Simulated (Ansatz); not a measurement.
# PF2 (doublet): from Hartree-Fock to the top rungs at a displaced geometry (v2), cc-pVDZ

Aim: climb from Hartree-Fock through coupled cluster and multireference methods for PF2 (doublet) at one geometry and basis, and see what each rung misses.

Method: cc-pVDZ, core rule «outside noble gas», up to 7 orbitals frozen; program: Ansatz 0.2.0, Gaussian basis.

Plan: UHF; CCSD(T) on ROHF; CCSD(T) on UHF; BCCD(T) on ROHF; CISD; CCSDT(Q) on ROHF; CCSDT(Q) on UHF; CASSCF and MRCISD+Q, 15 electrons in 10 orbitals; CASSCF and MRCISD+Q(relaxed), 15 electrons in 10 orbitals; CASSCF and NEVPT2, 15 electrons in 10 orbitals.

20 further runs of the same task are left out: 11 that didn't finish, 9 set aside as unsound or not needed.

## (1) What is computed

The geometry is a PBE0/def2-TZVP stationary point (not a proven minimum) with its atoms shifted at random (size 0.100 Å).

3 atoms, charge 0, spin multiplicity 2.

Atoms are counted from 1 here; the program's logs count them from 0.

Bond lengths: F1–P2 1.589 Å, P2–F3 1.613 Å. Angles: F1–P2–F3 97.2°.

In the tables R marks a restricted open-shell determinant and U an unrestricted one; 'valence' is the active space of 15 electrons in 10 orbitals; energies count from the table's Hartree-Fock row.

## (2) UHF

in.yaml reads:

```yaml
crystal:
  periodic: [false, false, false]
  atoms:
    - {symbol: F, position_ang: [0.098353, -0.460412, 1.196065]}
    - {symbol: P, position_ang: [-0.066521, 0.579559, 0.005447]}
    - {symbol: F, position_ang: [0.010099, -0.484462, -1.204945]}
basis:
  gaussian: {orbitals: cc-pVDZ}
magnetization: {spin_polarized: true, initial_magnetization: 1}
hamiltonian: {xc: hf}
output: {orbitals: {seedname: orbitals}}
```

On the command line:

```
> ansatz run in.yaml --threads 1 --pin off --events-out ev --progress --plain --max-ram 2393MiB
```

Log:

```text
Functional definition: HF
  name "HF"
  cite "Fock, Z. Phys. 61, 126 (1930) doi:10.1007/BF01340294"
  parent pbe
  exchange = exact_x
  correlation = 0
452 factors; integrals over basis functions are off by at most 5.4e-4 eV
mean field evaluation 1: about -14682.5435 eV, gradient 2.1e1 eV
mean field evaluation 2: about -14682.5861 eV, gradient 2.1e1 eV
mean field evaluation 4: about -14684.3032 eV, gradient 1.9e0 eV
mean field evaluation 8: about -14684.3501 eV, gradient 2.7e-1 eV
mean field -14684.35160473 eV, -539.6399680628 hartree, gradient 4.2e-5 eV, S^2 0.772399; 0 other end points of the search recorded, 0 dependent functions left out
reference -14684.35160473 eV, -539.6399680628 hartree; 17, 16 occupied and 29, 30 virtual orbitals, 452 factors
Total energy: -14684.35160473 eV, -539.6399680628 hartree
```

It took 1.8 s on 1 thread of Intel Xeon at 2.50GHz, shared host.

From the report: ⟨S²⟩ of the determinant 0.772 (pure doublet: 0.75).

## (3) CCSD(T) on ROHF

Edit in.yaml of step 2 so:

```diff
@@ -8,4 +8,3 @@
   gaussian: {orbitals: cc-pVDZ}
-magnetization: {spin_polarized: true, initial_magnetization: 1}
-hamiltonian: {xc: hf}
-output: {orbitals: {seedname: orbitals}}
+magnetization: {spin_polarized: false, initial_magnetization: 1}
+correlation: {method: ccsd_t, electrons: outside_noble_gas}
```

The command is unchanged.

Log, shortened:

```text
Functional definition: HF
  name "HF"
  cite "Fock, Z. Phys. 61, 126 (1930) doi:10.1007/BF01340294"
  parent pbe
[...]
452 factors; integrals over basis functions are off by at most 5.4e-4 eV
[...]
mean field -14684.19763909 eV, -539.6343099297 hartree, gradient 6.3e-6 eV, S^2 0.750000; 0 other end points of the search recorded, 0 dependent functions left out
[...]
7 core orbitals not correlated: weight in the atoms' cores, before any rotation towards them, 1.000 or more for the frozen orbitals, at most 0.000 for the correlated occupied ones
reference -14684.19763909 eV, -539.6343099297 hartree; 10, 9 occupied and 29, 30 virtual orbitals, 452 factors
second order -12.77236864 eV of doubles, -0.07966891 eV of singles
cycle   1  -12.82803965 eV  change    2.6e-2 eV  update   9.3e-2
[...]
cycle  10  -13.22818508 eV  change   -5.3e-7 eV  update   6.1e-6
perturbative correction -0.26201175 eV, -0.0096287544 hartree
Total energy: -14697.68783592 eV, -540.1300655195 hartree
```

Run time: 5 s. Hardware: 1 thread of Intel Xeon at 2.50GHz, shared host.

From the report: correlation -13.4902 eV; T1 0.018; largest double amplitude 0.07.

## (4) CCSD(T) on UHF

Edit in.yaml of step 3 so:

```diff
@@ -8,3 +8,3 @@
   gaussian: {orbitals: cc-pVDZ}
-magnetization: {spin_polarized: false, initial_magnetization: 1}
+magnetization: {spin_polarized: true, initial_magnetization: 1}
 correlation: {method: ccsd_t, electrons: outside_noble_gas}
```

Launched as before.

Log, shortened:

```text
Functional definition: HF
  name "HF"
  cite "Fock, Z. Phys. 61, 126 (1930) doi:10.1007/BF01340294"
  parent pbe
[...]
452 factors; integrals over basis functions are off by at most 5.4e-4 eV
[...]
mean field -14684.35160473 eV, -539.6399680628 hartree, gradient 2.0e-6 eV, S^2 0.772399; 0 other end points of the search recorded, 0 dependent functions left out
7 core orbitals not correlated: weight in the atoms' cores, before any rotation towards them, 1.000 or more for the frozen orbitals, at most 0.000 for the correlated occupied ones
reference -14684.35160473 eV, -539.6399680628 hartree; 10, 9 occupied and 29, 30 virtual orbitals, 452 factors
second order -12.67084379 eV of doubles, -0.00000000 eV of singles
cycle   1  -12.64971559 eV  change    2.1e-2 eV  update   9.4e-2
[...]
cycle  10  -13.07663081 eV  change   -1.7e-6 eV  update   8.5e-6
perturbative correction -0.25892944 eV, -0.0095154813 hartree
Total energy: -14697.68716498 eV, -540.1300408627 hartree
```

Wall time 4.6 s (1 thread of Intel Xeon at 2.50GHz, shared host).

From the report: ⟨S²⟩ of the determinant 0.772 (pure doublet: 0.75); correlation -13.3356 eV; T1 0.017; largest double amplitude 0.07.

## (5) BCCD(T) on ROHF

Edit in.yaml of step 4 so:

```diff
@@ -8,3 +8,3 @@
   gaussian: {orbitals: cc-pVDZ}
-magnetization: {spin_polarized: true, initial_magnetization: 1}
-correlation: {method: ccsd_t, electrons: outside_noble_gas}
+magnetization: {spin_polarized: false, initial_magnetization: 1}
+correlation: {method: bccd_t, electrons: outside_noble_gas}
```

Same command.

Log, shortened:

```text
Functional definition: HF
  name "HF"
  cite "Fock, Z. Phys. 61, 126 (1930) doi:10.1007/BF01340294"
  parent pbe
[...]
452 factors; integrals over basis functions are off by at most 5.4e-4 eV
[...]
mean field -14684.19763909 eV, -539.6343099297 hartree, gradient 6.3e-6 eV, S^2 0.750000; 0 other end points of the search recorded, 0 dependent functions left out
[...]
7 core orbitals not correlated: weight in the atoms' cores, before any rotation towards them, 1.000 or more for the frozen orbitals, at most 0.000 for the correlated occupied ones
reference -14684.19763909 eV, -539.6343099297 hartree; 10, 9 occupied and 29, 30 virtual orbitals, 452 factors
second order -12.77236864 eV of doubles, -0.07966891 eV of singles
cycle   1  -12.82325565 eV  change    3.1e-2 eV  update   9.3e-2
[...]
cycle  10  -13.19143821 eV  change   -1.2e-5 eV  update   8.4e-6
perturbative correction -0.30626134 eV, -0.0112548966 hartree
Total energy: -14697.69533864 eV, -540.1303412391 hartree
```

Wall time 6 s (1 thread of Intel Xeon at 2.50GHz, shared host).

From the report: correlation -13.4977 eV; largest double amplitude 0.07.

## (6) CISD

Edit in.yaml of step 5 so:

```diff
@@ -9,2 +9,2 @@
 magnetization: {spin_polarized: false, initial_magnetization: 1}
-correlation: {method: bccd_t, electrons: outside_noble_gas}
+correlation: {active_space: {ras: {orbitals: [9, 1, 29], electrons: 19, max_holes: 2, max_particles: 2}, fixed_orbitals: true}}
```

The command is unchanged.

Log:

```text
Functional definition: HF
  name "HF"
  cite "Fock, Z. Phys. 61, 126 (1930) doi:10.1007/BF01340294"
  parent pbe
  exchange = exact_x
  correlation = 0
452 factors; integrals over basis functions are off by at most 5.4e-4 eV
mean field evaluation 1: about -14682.5008 eV, gradient 2.9e1 eV
mean field evaluation 2: about -14682.5419 eV, gradient 2.9e1 eV
mean field evaluation 4: about -14684.1768 eV, gradient 2.1e0 eV
mean field evaluation 8: about -14684.1975 eV, gradient 1.3e-1 eV
mean field -14684.19763909 eV, -539.6343099297 hartree, gradient 6.3e-6 eV, S^2 0.750000; 0 other end points of the search recorded, 0 dependent functions left out
reference -14684.19763909 eV, -539.6343099297 hartree; 17, 16 occupied and 29, 30 virtual orbitals, 452 factors
state -14696.19356032 eV, -540.0751519041 hartree
Total energy: -14696.19356032 eV, -540.0751519041 hartree
```

Wall time 44 s (1 thread of Intel Xeon at 2.50GHz, shared host).

From the report: 90,392 determinants.

## (7) CCSDT(Q) on ROHF

Edit in.yaml of step 6 so:

```diff
@@ -9,2 +9,2 @@
 magnetization: {spin_polarized: false, initial_magnetization: 1}
-correlation: {active_space: {ras: {orbitals: [9, 1, 29], electrons: 19, max_holes: 2, max_particles: 2}, fixed_orbitals: true}}
+correlation: {method: ccsdt_q, electrons: outside_noble_gas}
```

Same command.

Log, shortened:

```text
Functional definition: HF
  name "HF"
  cite "Fock, Z. Phys. 61, 126 (1930) doi:10.1007/BF01340294"
  parent pbe
[...]
802 factors; integrals over basis functions are off by at most 1.1e-7 eV
[...]
mean field -14684.19785081 eV, -539.6343177105 hartree, gradient 5.7e-6 eV, S^2 0.750000; 0 other end points of the search recorded, 0 dependent functions left out
[...]
7 core orbitals not correlated: weight in the atoms' cores, before any rotation towards them, 1.000 or more for the frozen orbitals, at most 0.000 for the correlated occupied ones
reference -14684.19785081 eV, -539.6343177105 hartree; 10, 9 occupied and 29, 30 virtual orbitals, 802 factors
second order -12.77242179 eV of doubles, -0.07967038 eV of singles
cycle   1  -12.82807970 eV  change    2.6e-2 eV  update   1.0e-1
[...]
cycle  15  -13.50705739 eV  change    2.3e-6 eV  update   1.2e-6
perturbative correction -0.02861934 eV, -0.0010517412 hartree
Total energy: -14697.73352754 eV, -540.1317446554 hartree
```

It took 4 min on 1 thread of Intel Xeon at 2.50GHz, shared host; peak memory 1.5 GiB.

From the report: correlation -13.5357 eV; T1 0.018; largest double amplitude 0.07.

## (8) CCSDT(Q) on UHF

Edit in.yaml of step 7 so:

```diff
@@ -8,3 +8,3 @@
   gaussian: {orbitals: cc-pVDZ}
-magnetization: {spin_polarized: false, initial_magnetization: 1}
+magnetization: {spin_polarized: true, initial_magnetization: 1}
 correlation: {method: ccsdt_q, electrons: outside_noble_gas}
```

Same command.

Log, shortened:

```text
Functional definition: HF
  name "HF"
  cite "Fock, Z. Phys. 61, 126 (1930) doi:10.1007/BF01340294"
  parent pbe
[...]
802 factors; integrals over basis functions are off by at most 1.1e-7 eV
[...]
mean field -14684.35182158 eV, -539.6399760318 hartree, gradient 1.7e-6 eV, S^2 0.772400; 0 other end points of the search recorded, 0 dependent functions left out
7 core orbitals not correlated: weight in the atoms' cores, before any rotation towards them, 1.000 or more for the frozen orbitals, at most 0.000 for the correlated occupied ones
reference -14684.35182158 eV, -539.6399760318 hartree; 10, 9 occupied and 29, 30 virtual orbitals, 802 factors
second order -12.67089119 eV of doubles, -0.00000000 eV of singles
cycle   1  -12.64974850 eV  change    2.1e-2 eV  update   1.0e-1
[...]
cycle  16  -13.35333590 eV  change   -9.6e-7 eV  update   9.0e-7
perturbative correction -0.03272863 eV, -0.0012027550 hartree
Total energy: -14697.73788611 eV, -540.1319048299 hartree
```

Wall time 3 min (1 thread of Intel Xeon at 2.50GHz, shared host); peak memory 1.1 GiB.

From the report: ⟨S²⟩ of the determinant 0.772 (pure doublet: 0.75); correlation -13.3861 eV; T1 0.017; largest double amplitude 0.07.

## (9) CASSCF and MRCISD+Q, 15 electrons in 10 orbitals

in.yaml reads:

```yaml
crystal:
  periodic: [false, false, false]
  atoms:
    - {symbol: F, position_ang: [0.098353, -0.460412, 1.196065]}
    - {symbol: P, position_ang: [-0.066521, 0.579559, 0.005447]}
    - {symbol: F, position_ang: [0.010099, -0.484462, -1.204945]}
basis:
  gaussian: {orbitals: cc-pVDZ}
magnetization: {spin_polarized: false, initial_magnetization: 1}
correlation: {method: fic_mrcisd_q, electrons: outside_noble_gas, active_space: {window: {electrons: 15, orbitals: 10}, shells: [{species: F, l: p, shell: 2}, {species: P, l: s, shell: 3}, {species: P, l: p, shell: 3}]}}
```

Launched as before.

Log, shortened:

```text
Functional definition: HF
  name "HF"
  cite "Fock, Z. Phys. 61, 126 (1930) doi:10.1007/BF01340294"
  parent pbe
[...]
802 factors; integrals over basis functions are off by at most 1.1e-7 eV
[...]
mean field -14684.19785081 eV, -539.6343177105 hartree, gradient 5.7e-6 eV, S^2 0.750000; 0 other end points of the search recorded, 0 dependent functions left out
reference -14684.19785081 eV, -539.6343177105 hartree; 17, 16 occupied and 29, 30 virtual orbitals, 802 factors
state -14685.70991961 eV, -539.6898852138 hartree
contracted CI cycle   1: correlation 0.00000000 eV, 0.0000000000 hartree, residual 4.13e1 eV
contracted CI cycle   2: correlation -10.41608606 eV, -0.3827841023 hartree, residual 7.04e0 eV
contracted CI cycle   3: correlation -10.81260512 eV, -0.3973559090 hartree, residual 1.52e0 eV
contracted CI cycle   4: correlation -10.83470358 eV, -0.3981680125 hartree, residual 4.01e-1 eV
contracted CI cycle   5: correlation -10.83608281 eV, -0.3982186982 hartree, residual 9.74e-2 eV
contracted CI cycle   6: correlation -10.83616730 eV, -0.3982218034 hartree, residual 2.81e-2 eV
contracted CI cycle   7: correlation -10.83617419 eV, -0.3982220565 hartree, residual 8.95e-3 eV
contracted CI cycle   8: correlation -10.83617487 eV, -0.3982220816 hartree, residual 2.85e-3 eV
contracted CI cycle   9: correlation -10.83617494 eV, -0.3982220841 hartree, residual 8.23e-4 eV
state -14685.70991961 eV, -539.6898852138 hartree; corrected -14697.51946420 eV, -540.1238779730 hartree
Total energy: -14697.51946420 eV, -540.1238779730 hartree
Checks for a lower state left out: starts, orbital_swaps
```

It took 24 s on 1 thread of Intel Xeon at 2.50GHz, shared host; peak memory 0.57 GiB.

From the report: 2,712 determinants; active occupations 2.00, 2.00, 2.00, 2.00, 2.00, 1.98, 1.98, 1.01, 0.03, 0.02.

## (10) CASSCF and MRCISD+Q(relaxed), 15 electrons in 10 orbitals

in.yaml reads:

```yaml
crystal:
  periodic: [false, false, false]
  atoms:
    - {symbol: F, position_ang: [0.098353, -0.460412, 1.196065]}
    - {symbol: P, position_ang: [-0.066521, 0.579559, 0.005447]}
    - {symbol: F, position_ang: [0.010099, -0.484462, -1.204945]}
basis:
  gaussian: {orbitals: cc-pVDZ}
magnetization: {spin_polarized: false, initial_magnetization: 1}
correlation: {method: fic_mrcisd_q_relaxed, electrons: outside_noble_gas, active_space: {window: {electrons: 15, orbitals: 10}, shells: [{species: F, l: p, shell: 2}, {species: P, l: s, shell: 3}, {species: P, l: p, shell: 3}]}}
```

Launched as before.

Log, shortened:

```text
Functional definition: HF
  name "HF"
  cite "Fock, Z. Phys. 61, 126 (1930) doi:10.1007/BF01340294"
  parent pbe
[...]
802 factors; integrals over basis functions are off by at most 1.1e-7 eV
[...]
mean field -14684.19785081 eV, -539.6343177105 hartree, gradient 5.7e-6 eV, S^2 0.750000; 0 other end points of the search recorded, 0 dependent functions left out
reference -14684.19785081 eV, -539.6343177105 hartree; 17, 16 occupied and 29, 30 virtual orbitals, 802 factors
state -14685.70991961 eV, -539.6898852138 hartree
contracted CI cycle   1: correlation 0.00000000 eV, 0.0000000000 hartree, residual 4.13e1 eV
contracted CI cycle   2: correlation -10.41608606 eV, -0.3827841023 hartree, residual 7.32e0 eV
contracted CI cycle   3: correlation -10.83997749 eV, -0.3983618251 hartree, residual 1.96e0 eV
contracted CI cycle   4: correlation -10.87773174 eV, -0.3997492683 hartree, residual 7.33e-1 eV
contracted CI cycle   5: correlation -10.88287337 eV, -0.3999382196 hartree, residual 2.73e-1 eV
contracted CI cycle   6: correlation -10.88356008 eV, -0.3999634557 hartree, residual 1.33e-1 eV
contracted CI cycle   7: correlation -10.88370876 eV, -0.3999689197 hartree, residual 6.43e-2 eV
contracted CI cycle   8: correlation -10.88374297 eV, -0.3999701770 hartree, residual 2.73e-2 eV
contracted CI cycle   9: correlation -10.88374926 eV, -0.3999704082 hartree, residual 1.14e-2 eV
contracted CI cycle  10: correlation -10.88375037 eV, -0.3999704489 hartree, residual 4.47e-3 eV
contracted CI cycle  11: correlation -10.88375055 eV, -0.3999704556 hartree, residual 1.88e-3 eV
state -14685.70991961 eV, -539.6898852138 hartree; corrected -14697.58554384 eV, -540.1263063550 hartree
Total energy: -14697.58554384 eV, -540.1263063550 hartree
Checks for a lower state left out: starts, orbital_swaps
```

It took 31 s on 1 thread of Intel Xeon at 2.50GHz, shared host; peak memory 0.58 GiB.

From the report: 2,712 determinants; active occupations 2.00, 2.00, 2.00, 2.00, 2.00, 1.98, 1.98, 1.01, 0.03, 0.02.

## (11) CASSCF and NEVPT2, 15 electrons in 10 orbitals

in.yaml reads:

```yaml
crystal:
  periodic: [false, false, false]
  atoms:
    - {symbol: F, position_ang: [0.098353, -0.460412, 1.196065]}
    - {symbol: P, position_ang: [-0.066521, 0.579559, 0.005447]}
    - {symbol: F, position_ang: [0.010099, -0.484462, -1.204945]}
basis:
  gaussian: {orbitals: cc-pVDZ}
magnetization: {spin_polarized: false, initial_magnetization: 1}
correlation: {method: sc_nevpt2, electrons: outside_noble_gas, active_space: {window: {electrons: 15, orbitals: 10}, shells: [{species: F, l: p, shell: 2}, {species: P, l: s, shell: 3}, {species: P, l: p, shell: 3}]}}
```

Same command.

Log:

```text
Functional definition: HF
  name "HF"
  cite "Fock, Z. Phys. 61, 126 (1930) doi:10.1007/BF01340294"
  parent pbe
  exchange = exact_x
  correlation = 0
802 factors; integrals over basis functions are off by at most 1.1e-7 eV
mean field evaluation 1: about -14682.5019 eV, gradient 2.9e1 eV
mean field evaluation 2: about -14682.5415 eV, gradient 2.9e1 eV
mean field evaluation 4: about -14684.1774 eV, gradient 2.1e0 eV
mean field evaluation 8: about -14684.1977 eV, gradient 1.3e-1 eV
mean field -14684.19785081 eV, -539.6343177105 hartree, gradient 5.7e-6 eV, S^2 0.750000; 0 other end points of the search recorded, 0 dependent functions left out
reference -14684.19785081 eV, -539.6343177105 hartree; 17, 16 occupied and 29, 30 virtual orbitals, 802 factors
state -14685.70991961 eV, -539.6898852138 hartree
state -14685.70991961 eV, -539.6898852138 hartree; corrected -14696.33769083 eV, -540.0804486026 hartree
Total energy: -14696.33769083 eV, -540.0804486026 hartree
Checks for a lower state left out: starts, orbital_swaps
```

It took 8.5 s on 1 thread of Intel Xeon at 2.50GHz, shared host.

From the report: 2,712 determinants; active occupations 2.00, 2.00, 2.00, 2.00, 2.00, 1.98, 1.98, 1.01, 0.03, 0.02.

## (12) How many determinants matter

Natural occupations of the CASSCF valence state about the gap (report; correlated orbitals 4 to 10): 1.996, 1.996, 1.980, 1.978, 1.007, 0.028, 0.023. The count of effectively unpaired electrons, Σ n²(2 − n)², is 1.01; a single determinant of this spin has 1.

## (13) All levels against the top one

The yardstick is UCCSDT(Q), where the cluster series has nearly closed. Rows without a time come out of other runs: HF, MP2 and CCSD of CCSD(T), CCSDT of CCSDT(Q), CASSCF and MRCISD of the multireference runs.

Differences are taken before rounding.

| method | energy from the lowest RHF (kJ/mol) | from UCCSDT(Q) (kJ/mol) | time |
| --- | --- | --- | --- |
| RHF | 0.0 | +1306.4 |  |
| UHF | -14.9 | +1291.6 |  |
| RMP2 | -1240.0 | +66.4 |  |
| UMP2 | -1237.4 | +69.0 |  |
| CISD | -1157.4 | +149.0 | 44 s |
| RCCSD | -1276.3 | +30.1 |  |
| UCCSD | -1276.6 | +29.9 |  |
| RCCSD(T) | -1301.6 | +4.8 | 5 s |
| UCCSD(T) | -1301.5 | +4.9 | 4.6 s |
| BCCD(T) | -1302.3 | +4.1 | 6 s |
| RCCSDT | -1303.3 | +3.2 |  |
| UCCSDT | -1303.3 | +3.2 |  |
| RCCSDT(Q) | -1306.0 | +0.4 | 4 min |
| UCCSDT(Q) | -1306.4 | 0 | 3 min |
| CASSCF valence | -145.9 | +1160.5 |  |
| NEVPT2 valence | -1171.3 | +135.1 | 8.5 s |
| MRCISD valence | -1191.4 | +115.0 |  |
| MRCISD+Q valence | -1285.4 | +21.1 | 24 s |
| MRCISD+Q(relaxed) valence | -1291.7 | +14.7 | 31 s |

Among the levels timed on like hardware and quicker than the yardstick, those that no quicker one beats, quickest first: UCCSD(T) (4.6 s, +4.9 kJ/mol); RCCSD(T) (5 s, +4.8 kJ/mol); BCCD(T) (6 s, +4.1 kJ/mol).

## (14) Summary of results

| quantity | value |
| --- | --- |
| UCCSDT(Q) below the RHF energy | -13.5402 eV |
| RMP2 from UCCSDT(Q) | +66.4 kJ/mol |
| UMP2 from UCCSDT(Q) | +69.0 kJ/mol |
| RCCSD from UCCSDT(Q) | +30.1 kJ/mol |
| RCCSD(T) from UCCSDT(Q) | +4.8 kJ/mol |
| UCCSD(T) from UCCSDT(Q) | +4.9 kJ/mol |
| RCCSDT(Q) from UCCSDT(Q) | +0.4 kJ/mol |
| NEVPT2 valence from UCCSDT(Q) | +135.1 kJ/mol |
| MRCISD+Q valence from UCCSDT(Q) | +21.1 kJ/mol |
| MRCISD+Q(relaxed) valence from UCCSDT(Q) | +14.7 kJ/mol |
| levels within 1 kcal/mol (43 meV) | BCCD(T), RCCSDT, UCCSDT, RCCSDT(Q) |
| T1 diagnostic | 0.018 |
| effectively unpaired electrons | 1.01 |

In words: RCCSD(T) misses by +4.8 kJ/mol, 0.4 % of the correlation energy. One determinant dominates. Of the multireference levels listed MRCISD+Q(relaxed) valence comes nearest in total energy (+14.7 kJ/mol), which doesn't show that its space is the better one. These misses are within one basis, not against nature; the frozen cores of restricted and unrestricted runs differ, which can shift their rows.

For cost: BCCD(T) gets within 4.1 kJ/mol in 6 s, where UCCSDT(Q) took 3 min; the quickest level in the cost chart, UCCSD(T), takes 4.6 s and misses by 4.9 kJ/mol.
